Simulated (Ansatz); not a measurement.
Rock-salt HfN was calculated with r²SCAN (Ansatz, a first-principles code, plane waves, PAW).

A relaxed, unreconstructed slab of the (100) face has 12 atoms, two equal faces of 10.240 Å² each and an energy of -96727.7522 eV. A bulk cell of 4 atoms with the same orientation and in-plane k mesh has -32243.2627 eV. Energies are extrapolated to zero smearing.

Numerical settings: plane-wave cutoff 500 eV, 14×14×1 k mesh (along the axes of the cell as run), Fermi–Dirac smearing 0.05 eV, scalar-relativistic PAW data made under PBE.

Worked out: γ = (E_slab − N E_bulk per atom)/2A = [-96727.7522 − 12 × (-32243.2627/4)]/(2 × 10.240) = 0.0994 eV/Å². With 16.022 J/m² per eV/Å² this is 1.59 J/m², or 1.02 eV per surface cell and face.
